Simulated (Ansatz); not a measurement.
```json
{"atom": "C", "x (Å)": "0.0132", "y (Å)": "-0.0578", "z (Å)": "-0.7090"}
{"atom": "O", "x (Å)": "0.0810", "y (Å)": "-0.1217", "z (Å)": "0.5929"}
{"atom": "H", "x (Å)": "0.0232", "y (Å)": "0.8014", "z (Å)": "1.0879"}
{"atom": "H", "x (Å)": "0.0264", "y (Å)": "-0.9578", "z (Å)": "-1.0714"}
{"atom": "H", "x (Å)": "-0.3473", "y (Å)": "0.8328", "z (Å)": "-1.2675"}
```

UHF-MP2 on doublet CH₃O was run in several spherical basis sets with Ansatz (development build ahead of 0.2.0). Frozen core: 2 orbitals.

Q: Rank the basis sets by the total energy that they give, lowest first, with the distance from the lowest.
A. cc-pVDZ
B. def2-SVP
C. STO-3G
D. 6-31G

A: A (0.00 eV), B (2.63 eV), D (4.79 eV), C (47.60 eV).

Totals follow the description of the cores as much as that of the bonds, so this order isn't one of quality for chemistry.
